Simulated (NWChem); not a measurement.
# USVWN5/cc-pVTZ run of CF (SMILES [C]F)

What is the vertical doublet–quartet gap of CF at USVWN5/cc-pVTZ? 

Program for the calculation: NWChem 7.3.0.

2 further runs of the same task are left out: 2 set aside as unsound or not needed.

## 1. The system as given

CF has 2 atoms, charge 0, and is taken as a doublet. SMILES: `[C]F`. Geometry: relaxed at PBE0-D4/def2-TZVP.

Bond lengths: C1–F2 1.268 Å.

## 2. Energy and gradient at USVWN5/cc-pVTZ

File input.xyz:

```xyz
2
CF
C      0.000000     0.000000     0.003080
F      0.000000     0.000000     1.271320
```

File input.nw:

```
start input
title "CF"
memory stack 880 mb heap 220 mb global 1100 mb
charge 0

geometry noautosym nocenter noautoz
  load format xyz input.xyz
end

basis "ao basis" spherical bse
  * library cc-pVTZ
end

dft
  xc slater vwn_5
  mult 2
  grid xfine
  convergence energy 1e-08
  maxiter 100
  mulliken
end

task dft gradient
```

Started as:

```bash
$ nwchem input.nw > input.out
```

Log, shortened:

```text
[...]
          Wavefunction type:  spin polarized.
          No. of atoms     :     2
          No. of electrons :    15
[...]
          Charge           :     0
          Spin multiplicity:     2
[...]
          AO basis - number of functions:    60
[...]
              XC Information
              --------------
                        Slater Exchange Functional  1.000 local
                      VWN V Correlation Functional  1.000 local
[...]
 d= 0,ls=0.0,diis     1   -136.7693937388 -1.59D+02  7.63D-03  3.12D-01     1.4
[...]
 d= 0,ls=0.5,diis    13   -136.8363169377 -6.67D-09  6.41D-07  1.26D-09    13.3
[...]
         Total DFT energy =     -136.836316939069
      One electron energy =     -233.901038588464
           Coulomb energy =       89.203168823494
    Exchange-Corr. energy =      -14.670122129930
 Nuclear repulsion energy =       22.531674955831
[...]
      Total Density - Mulliken Population Analysis
     ---------------------------------------------
    Atom       Charge   Shell Charges
 -----------   ------   -------------------------------------------------------
    1 C    6     6.05   1.91  0.26  0.99  0.77  0.64  0.95  0.41  0.03  0.07  0.02
    2 F    9     8.95   1.92  0.29  1.06  0.57  1.59  2.31  1.18  0.00  0.02  0.00
[...]
      <S2> =      0.7519 (Exact =     0.7500)
[...]
  wavefunction    = open shell
                         DFT ENERGY GRADIENTS
    atom               coordinates                        gradient
                 x          y          z           x          y          z
   1 C       0.000000   0.000000   0.005820   -0.000000  -0.000000  -0.001175
   2 F       0.000000   0.000000   2.402446    0.000000   0.000000   0.001175
[...]
```

Wall time 23 s (1 thread of Intel Xeon at 2.50GHz (Skylake/Cascade Lake), shared host); peak memory 0.12 GiB.

## 3. The quartet: a single-point energy at USVWN5/cc-pVTZ

File cf.xyz:

```xyz
2
CF
C      0.000000     0.000000     0.003080
F      0.000000     0.000000     1.271320
```

File cf.nw:

```
start cf
title "CF"
memory stack 880 mb heap 220 mb global 1100 mb
charge 0

geometry units angstroms noautosym nocenter noautoz
load cf.xyz
end

basis spherical bse
* library cc-pVTZ
end

dft
xc slater vwn_5
mult 4
grid xfine
convergence energy 1e-08
maxiter 100
mulliken
noprint "final vectors analysis"
end

task dft energy
```

Started as:

```bash
$ nwchem cf.nw > cf.out
```

Log, shortened:

```text
[...]
          Wavefunction type:  spin polarized.
          No. of atoms     :     2
          No. of electrons :    15
[...]
          Charge           :     0
          Spin multiplicity:     4
[...]
          AO basis - number of functions:    60
[...]
              XC Information
              --------------
                        Slater Exchange Functional  1.000 local
                      VWN V Correlation Functional  1.000 local
[...]
 d= 0,ls=0.0,diis     1   -136.6151198409 -1.59D+02  1.01D-02  3.73D-01     1.5
[...]
 d= 0,ls=0.0,diis    10   -136.7037096067 -4.38D-10  1.86D-07  1.91D-10    11.2
[...]
         Total DFT energy =     -136.703709606652
      One electron energy =     -234.050353819445
           Coulomb energy =       89.577437157254
    Exchange-Corr. energy =      -14.762467900294
 Nuclear repulsion energy =       22.531674955831
[...]
      Total Density - Mulliken Population Analysis
     ---------------------------------------------
    Atom       Charge   Shell Charges
 -----------   ------   -------------------------------------------------------
    1 C    6     5.97   1.92  0.20  0.68  0.33  0.83  1.29  0.60  0.02  0.07  0.01
    2 F    9     9.03   1.92  0.29  1.05  0.60  1.60  2.31  1.24  0.00  0.02  0.00
[...]
      <S2> =      3.7524 (Exact =     3.7500)
[...]
```

It took 12 s on 1 thread of Intel Xeon at 2.50GHz (Skylake/Cascade Lake), shared host; peak memory 0.11 GiB.

## 4. Outcome

At USVWN5/cc-pVTZ:

```
                                        quantity          value
                           doublet: total energy  -136.83632 Eh
                          doublet: dipole moment         0.97 D
     doublet: HOMO energy (highest over α and β)       -4.44 eV
      doublet: LUMO energy (lowest over α and β)       -4.38 eV
                                   doublet: ⟨S²⟩          0.752
               doublet: largest force on an atom     0.060 eV/Å
                           quartet: total energy  -136.70371 Eh
                          quartet: dipole moment         0.29 D
                                   quartet: ⟨S²⟩          3.752
vertical energy of the quartet above the doublet       3.608 eV
```

In words: At this shape the quartet lies 3.61 eV (348 kJ/mol) above the doublet.
